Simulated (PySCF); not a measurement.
Gas-phase reaction: 5 PH₃ + 3 Si = 3 H₃SiPH₂ + P₂

Computed with PySCF (xtb for GFN2) and rigid-rotor harmonic-oscillator thermochemistry at 1 bar. † marks an energy on the PBE0/def2-TZVP geometry and frequencies; other levels use their own. Open shells (unrestricted): Si (multiplicity 3); the rest are closed-shell singlets. GFN2 has no spin-polarisation term. Spin-orbit splitting is ignored; it lowers the true energy and changes the entropy of Si.

PBE/def2-SVP gives ΔH°(298 K) = -1133 kJ.

**Question.** What do ωB97X-V/def2-TZVP†, GFN2-xTB, PBE0/def2-TZVP give?

**Answer.** ωB97X-V/def2-TZVP†: -1163 kJ; GFN2-xTB: -1361 kJ; PBE0/def2-TZVP: -1126 kJ. For scale, ΔH°(298 K) is -1133 kJ at this level, -1139 kJ at ωB97M-V/def2-TZVP†, and runs from -1361 to -768 kJ over the 20 levels computed († marks an energy on the PBE0/def2-TZVP geometry).
